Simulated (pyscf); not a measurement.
Routes from CH₄ (SMILES C) + [HO–In–OH]• (SMILES [OH][In][OH])

Candidate steps break at most two bonds and form at most two. Each was searched with GFN2-xTB (tblite) first. Structures and frequencies: ωB97X-D3(BJ)/def2-SVP in PySCF. Energies: ωB97M-D3(BJ)/def2-TZVP, kcal/mol, from the separated reactants, doublet surface; ΔG‡ with ideal gas, 1 atm, RRHO with modes under 100 cm⁻¹ raised to 100, one conformer, R ln 2 for chiral ones without a mode under 150 cm⁻¹.

| products | type | ΔE‡ | ΔE | ΔG‡ 298 K | ΔG‡ 900 K | ν‡ (cm⁻¹) |
|---|---|---|---|---|---|---|
| [H₃C–In–OH]• + H₂O | concerted two-bond exchange | 32.4 | +13.0 | 39.6 | 57.7 | 1585i |
| H₃C–In(OH)–OH + H• | substitution at C | 58.8 | +46.1 | 63.9 | 80.4 | 1383i |

Row 1: On the product side the descent ends in an adduct with a In–O contact, 13.9 kcal/mol under the separated species and 32.9 kcal/mol under the saddle at ωB97X-D3(BJ)/def2-TZVP. 

Plain bond fissions and candidates not yet searched are not listed, and one of them may be faster. Each barrier is that of the saddle found; lower ones may exist. Elements past Kr carry the def2 core potentials, without spin-orbit coupling.
